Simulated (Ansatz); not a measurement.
# C2H2ClNS: one species, many methods

One table from this session's results is given with a row withheld; the runs are named, their logs left out.

Program: Ansatz 0.2.0, Gaussian basis. Level of theory: functionals in def2-TZVPP, the program's frozen cores in correlated methods. These are calculated values, not measurements.

Levels to be run: LDA (SPW92), PBE-D4, revPBE-D4, BLYP-D4, r2SCAN-D4, B97M-V, PBE0-D4, B3LYP-D4, r2SCANh-D4, r2SCAN0-D4, HSE06-D4, BHLYP-D4, CAM-B3LYP-D4, LC-ωPBE, ωB97X-V, ωB97M-V, B2PLYP, PBE-QIDH; CCSD(T)/def2-SVP; CCSD(T)/def2-TZVPP; MP2/def2-QZVPP; extrapolation to the limit; RPA on PBE.

## The relaxed structure

All runs share one geometry, relaxed beforehand with PBE0-D4 in a triple-zeta def2 set.

SMILES `N=C=C(S)Cl`, 7 atoms, charge 0, spin multiplicity 1.

Atoms are counted from 1 here; the program's logs count them from 0.

Bond lengths: N1–C2 1.213 Å, N1–H6 1.018 Å, C2–C3 1.313 Å, C3–S4 1.740 Å, C3–Cl5 1.735 Å, S4–H7 1.349 Å. Angles: C2–N1–H6 117.6°, N1–C2–C3 174.0°, C2–C3–S4 119.3°, C2–C3–Cl5 118.8°, S4–C3–Cl5 121.7°, C3–S4–H7 97.9°.

The first run:

in.yaml

```yaml
crystal:
  periodic: [false, false, false]
  atoms:
    - {symbol: N, position_ang: [-0.447881, -0.511302, 1.831782]}
    - {symbol: C, position_ang: [-0.117505, -0.046791, 0.761460]}
    - {symbol: C, position_ang: [0.320685, 0.347129, -0.412099]}
    - {symbol: S, position_ang: [-0.521237, -0.156179, -1.849530]}
    - {symbol: Cl, position_ang: [1.665767, 1.441415, -0.478553]}
    - {symbol: H, position_ang: [-1.181885, -0.030262, 2.347915]}
    - {symbol: H, position_ang: [0.343254, -1.112110, -2.246676]}
basis:
  gaussian: {orbitals: def2-TZVPP}
hamiltonian: {xc: lda}
output: {orbitals: {seedname: orbitals}}
```

Launch:

```
> ansatz run in.yaml --threads 2 --pin off --events-out ev --progress --plain --max-ram 4352MiB
```

Among the steps run: LDA; PBE-D4 (GGA); revPBE-D4 (GGA); BLYP-D4 (GGA); r2SCAN-D4 (meta-GGA); B97M-V (meta-GGA); B3LYP-D4 (hybrid); r2SCANh-D4 (hybrid); r2SCAN0-D4 (hybrid); HSE06-D4 (hybrid); BHLYP-D4 (hybrid); CAM-B3LYP-D4 (range-separated); LC-ωPBE (range-separated); ωB97X-V (range-separated); ωB97M-V (range-separated); B2PLYP (double hybrid); PBE-QIDH (double hybrid).

One of the session's tables, all rows but one given; the rest of the session is left out.

It belongs to the step «Frontier levels by functional». 

| functional | HOMO (eV) | gap (eV) |
| --- | --- | --- |
| LDA (SPW92) | -5.84 | 3.31 |
| PBE-D4 | -5.71 | 3.42 |
| revPBE-D4 | -5.65 | 3.46 |
| BLYP-D4 | -5.57 | 3.45 |
| r2SCAN-D4 | -5.93 | 3.81 |
| B97M-V | -6.00 | 4.08 |
| PBE0-D4 | -6.89 | 5.63 |
| B3LYP-D4 | -6.67 | 5.21 |
| r2SCANh-D4 | -6.37 | 4.63 |
| r2SCAN0-D4 | -7.03 | 5.87 |
| HSE06-D4 | -6.49 | 4.85 |
| BHLYP-D4 | ? | ? |
| CAM-B3LYP-D4 | -8.16 | 8.12 |
| LC-ωPBE | -9.46 | 10.58 |
| ωB97X-V | -9.12 | 10.18 |
| ωB97M-V | -8.98 | 9.99 |

Estimate the missing values for BHLYP-D4.

Worked estimate for «HOMO (eV)». Against the share of exact exchange, BLYP-D4 (0, -5.57), B3LYP-D4 (0.2, -6.67) give a slope of -5.50 per unit share; at 0.5 the line stands at -8.32.

As computed: HOMO (eV): -7.95; gap (eV): 7.92. In «HOMO (eV)» the line misses by -0.37.
